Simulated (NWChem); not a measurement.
## Correlation energy of nitrogen (N2)

```xyz
2

N      0.0000     0.0000     0.5502
N      0.0000     0.0000    -0.5502
```
Charge 0, spin multiplicity 1.

Program: NWChem. The geometry was optimised at B3LYP/def2-SVP, a minimum by its harmonic frequencies.

Basis set: def2-SVP. Each correlation energy counts from its own Hartree-Fock reference.

The correlated methods keep 2 core orbitals frozen. Coupled-cluster values serve here as a point of comparison, not as the truth.

Problem. One of these methods gave a correlation energy of -310.2 mHa. Which?
A) MP2
B) CCSD+T(CCSD)
C) CCSD
D) CR-CCSD[T]

Solution. A, MP2. The others give -324.9 (CCSD+T(CCSD)), -311.9 (CCSD), -322.4 (CR-CCSD[T]).
